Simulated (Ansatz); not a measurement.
# SiCCl (sextet): wave-function methods side by side, def2-QZVPP

An exercise on one series of results from a longer session: the logs are not shown, and one member is left open.

The runs use Ansatz 0.2.0, Gaussian basis; def2-QZVPP, core rule «outside noble gas», up to 11 orbitals frozen.

To be run: UHF; ROHF; CCSD(T) on UHF.

3 further runs of the same task are left out: 1 that didn't finish, 2 set aside as unsound or not needed.

**The system**

The geometry is a PBE0/def2-TZVP stationary point (not a proven minimum) of the parent state, kept for this charge and spin.

3 atoms, charge 0, spin multiplicity 6.

Atoms are counted from 1 here; the program's logs count them from 0.

Bond lengths: C1–Si2 1.858 Å, Si2–Cl3 2.076 Å. Angles: C1–Si2–Cl3 103.7°.

Set-up of the first run:

Input file in.yaml:

```yaml
crystal:
  periodic: [false, false, false]
  atoms:
    - {symbol: C, position_ang: [0.000000, -0.896812, 1.818922]}
    - {symbol: Si, position_ang: [0.000000, 0.607235, 0.728623]}
    - {symbol: Cl, position_ang: [0.000000, -0.177225, -1.193419]}
basis:
  gaussian: {orbitals: "def2-QZVPP.json"}
magnetization: {spin_polarized: true, initial_magnetization: 5}
hamiltonian: {xc: hf}
output: {orbitals: {seedname: orbitals}}
```

Launch:

```console
$ ansatz run in.yaml --threads 1 --pin off --events-out ev --progress --plain --max-ram 2393MiB
```

Among the steps run: UHF; ROHF; CCSD(T) on UHF.

One of the session's tables, all rows but one given; the rest of the session is left out.

| method | from UCCSD(T) (kcal/mol) |
| --- | --- |
| ROHF | +255.20 |
| UHF | +252.94 |
| UMP2 | +33.61 |
| UCCSD | ? |
| UCCSD(T) | 0 |

Q: Estimate the row for UCCSD from the others.

The run gave: from UCCSD(T) (kcal/mol): +11.74. In the column «from UCCSD(T) (kcal/mol)» it lies between UCCSD(T) (0) and UMP2 (+33.61).
